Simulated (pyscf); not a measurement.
Structures and frequencies: ωB97X-D3(BJ)/def2-SVP in PySCF.

Question: For H₂Si=S + hydrogen (H₂) → H₃Si–SH, an addition across a multiple bond or ene-type step (singlet surface; H–H broken, H–S, H–Si formed), PBE/def2-TZVP gives ΔE‡ = 0.74 eV and ΔE = -1.30 eV (zero: the separated reactants). In which direction and how far do r²SCAN/def2-TZVP, PBE0-D3(BJ)/def2-TZVP, ωB97M-D3(BJ)/def2-TZVP move these?

Answer: r²SCAN: ΔE‡ = 0.77 eV, ΔE = -1.36 eV; PBE0-D3(BJ): ΔE‡ = 0.73 eV, ΔE = -1.48 eV; ωB97M-D3(BJ): ΔE‡ = 0.94 eV, ΔE = -1.42 eV. PBE's barrier matches one of them and lies within 0.21 eV of the others. Its reaction energy lies over all of them, by 0.07 to 0.18 eV. At the saddle there is also a short H–Si contact that neither side keeps. One saddle was located; it need not be the lowest between these sides.
